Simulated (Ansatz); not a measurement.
## Ansatz (development build ahead of 0.2.0) run

```yaml
crystal:
  periodic: [false, false, false]
  atoms:
    - { symbol: C, position_ang: [0.00539, -0.05923, -0.5924] }
    - { symbol: C, position_ang: [-0.00436, -0.04837, 0.73143] }
    - { symbol: H, position_ang: [-0.00794, 0.68218, 1.53383] }
    - { symbol: H, position_ang: [-0.00565, -0.98107, -1.1587] }
    - { symbol: H, position_ang: [-0.00551, 0.88515, -1.16618] }
basis:
  gaussian: { orbitals: STO-3G }
magnetization:
  spin_polarized: true
  initial_magnetization: 1
hamiltonian:
  xc: hf
correlation:
  method: mp2
  frozen_orbitals: { C: 1, H: 0 }
```

The input is written out in the form of the current development build from the run's settings.

Results

```
Converged                       : yes
Reference energy                : -76.43341 hartree
Correlation energy              : -0.07728 hartree
Total energy                    : -76.51070 hartree
Spin squared of the determinant : 1.160
```

Caution: the unrestricted determinant is spin contaminated.
